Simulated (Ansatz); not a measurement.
## Lattice parameter a of some fcc solids

Method: HSE06 in Ansatz (plane waves, PAW). References are measured values corrected to a static lattice. The table is a random draw of 6 from 12 solids with such references.

Values in Å.

```json
[
 {"solid": "fcc Pd", "reference": "3.876", "HSE06": "3.909", "error (%)": "+0.85"},
 {"solid": "fcc Ag", "reference": "4.062", "HSE06": "4.140", "error (%)": "+1.92"},
 {"solid": "fcc Ir", "reference": "3.831", "HSE06": "3.825", "error (%)": "-0.16"},
 {"solid": "fcc Cu", "reference": "3.595¶", "HSE06": "3.633", "error (%)": "+1.06"},
 {"solid": "fcc Pb", "reference": "4.902¶", "HSE06": "4.998", "error (%)": "+1.96"},
 {"solid": "fcc Pt", "reference": "3.913", "HSE06": "3.926", "error (%)": "+0.33"}
]
```

Over these 6 solids the mean error is +0.99 %, the mean absolute error 1.05 % (median 0.95 %), and the worst case fcc Pb at +1.96 %; the value is above the reference in 5 of 6 cases. Over all 12, from unrounded values, the mean error is +0.76 % and the mean absolute error 0.85 % (median 0.77 %).

All these references are brought to a static lattice.

Spin–orbit coupling is left out, also for the solids with elements from indium on (fcc Ir, fcc Pb, fcc Pt); its size isn't shown.

¶ marks references of a special kind: fcc Cu, 3.595 Å (measured, low-temperature or extrapolated to 0 K; zero-point anharmonic expansion removed; as tabulated in Csonka et al. (2009), arXiv:0903.4037); fcc Pb, 4.902 Å (measured, low-temperature or extrapolated to 0 K; zero-point anharmonic expansion removed, our sources range from 4.902 to 4.912; as tabulated in Csonka et al. (2009), arXiv:0903.4037).

Exact exchange on metals is sensitive to the k mesh.

Differences are worked out from the printed values.

Ansatz's density-functional and Hartree–Fock values are scalar-relativistic unless marked +SOC, with PAW data made under PBE.

Ansatz's runs of these crystals have no spin polarisation. Meta-GGAs and exact exchange favour moments, which can bear on fcc Pd, fcc Pt.

Of the class's solids with a reference value and a result at some level, none was set aside. At least 1 more with a reference value is held back for tests. Solids without a released value at any level aren't counted. Layered and molecular crystals are counted apart. The metals Ce to Yb are counted apart.

References as tabulated in Mejia-Rodriguez and Trickey (2018), arXiv:1807.09216; Csonka et al. (2009), arXiv:0903.4037.

Ansatz is a quantum-chemistry and plane-wave program.
